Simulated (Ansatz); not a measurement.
hcp Hf was calculated with BLYP (plane waves, PAW; Ansatz, a first-principles code).

Numerical settings: plane-wave cutoff 520 eV, 24×24×14 k mesh (along the axes of the cell as run), Fermi–Dirac smearing 0.036 eV (set by the program), scalar-relativistic PAW data made under PBE.

Cell (relaxed at this level):

```
CELL_PARAMETERS angstrom
      3.23258     0.00000     0.00000
     -1.61629     2.79950     0.00000
      0.00000     0.00000     5.10907
ATOMIC_POSITIONS crystal
  Hf 0.66667 0.33333 0.75000
  Hf 0.33333 0.66667 0.25000
```

Q: Predict the Poisson ratio, elastic constant C44, Young modulus, elastic constant C11, elastic constant C12, elastic constant C13, elastic constant C33 and elastic constant C66.

A: 
- Poisson ratio = 0.291
- elastic constant C44 = 47.0 GPa
- Young modulus = 128 GPa
- elastic constant C11 = 167 GPa
- elastic constant C12 = 66.1 GPa
- elastic constant C13 = 68.5 GPa
- elastic constant C33 = 180 GPa
- elastic constant C66 = 50.6 GPa

Elastic constants are with the ions relaxed.

Spin–orbit coupling is not included.

Static lattice: no zero-point or thermal effects.
